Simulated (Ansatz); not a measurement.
Compare A (`CC(F)C=N`) with its isomer B (`C/N=C(/C)F`).

Computed with Ansatz on PBE0-D4/def2-TZVP structures; ΔE is electronic, products minus reactants. CCSD(T)/CBS adds triple-zeta CCSD(T) − MP2 to the extrapolated MP2 energy (def2 sets, frozen cores). Functionals use def2-TZVPP. B3LYP here is the variant with VWN-RPA as its local correlation; programs differ in this. One conformer a species, not always the lowest.

(1) Which is lower in electronic energy at CCSD(T)/CBS, and by how much? (An estimate is asked.)

(2) Give E(B) − E(A) in kcal/mol with CCSD/def2-TZVPP, ωB97M-V, B2PLYP, HF/def2-TZVPP, B3LYP-D4, CCSD(T)/def2-TZVPP, PBE0-D4. (Estimate.)

Largest T1 diagnostic: 0.012.

## Answers

(1) Ansatz gave: B, by 5.2 kcal/mol.

(2) Computed: CCSD/def2-TZVPP -5.2, ωB97M-V -6.4, B2PLYP -7.1, HF/def2-TZVPP -5.6, B3LYP-D4 -7.4, CCSD(T)/def2-TZVPP -5.4, PBE0-D4 -7.7. None reverses the order clearly.

From PBE to PBE0 (25 % exact exchange), in def2-TZVPP and without D4, E(B) − E(A) moves by +0.8 kcal/mol.
